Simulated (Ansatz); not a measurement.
Reaction: C4H5N (SMILES N#CCC=C) → C3H5 (SMILES [CH2]C=C, doublet) + CN (SMILES N#[C], doublet) (the C-C bond breaks)
Each species at its own B3LYP-D3(BJ)/def2-TZVP minimum (Ansatz, a program for electronic structure), one conformer.

Wanted: bond dissociation energy (electronic), in kJ/mol. Radicals and triplets start from unrestricted determinants; spin-orbit coupling is neglected. CBS(X,Y): correlation extrapolated as X^-3, Hartree-Fock from the larger set. A bracket is a step between two methods taken in the basis named. Functionals run without relativity, which enters their misses. Double hybrids freeze cores in their MP2 part. 'core' is core correlation in cc-pwCVTZ, 'X2C' scalar relativity in cc-pVTZ-DK, both at CCSD(T). The UHF reference of C3H5 ([CH2]C=C, doublet) is spin-contaminated (<S^2> up to 0.20 over the pure value in the sets run). The UHF reference of CN ([C]#N, doublet) is spin-contaminated (<S^2> up to 0.37 over the pure value in the sets run).

CCSD(T)/CBS(cc-pVTZ,cc-pVQZ) + [CCSDT(Q) - CCSD(T)]/cc-pVDZ + core + X2C (Ansatz) gives 458.4 kJ/mol.

Question: What does PBE/def2-TZVPD (Ansatz) give here, and how do the other levels compare?

Answer: PBE gives 447.0 kJ/mol, 11.4 kJ/mol below it. Differences of the others: r2SCAN/def2-TZVPD (Ansatz) -26.8; PBE0/def2-TZVPD (Ansatz) 3.5; B2PLYP/def2-TZVPD (Ansatz) -1.0; CCSD(T)/CBS(cc-pVTZ,cc-pVQZ) + core + X2C (Ansatz) 9.5 kJ/mol.
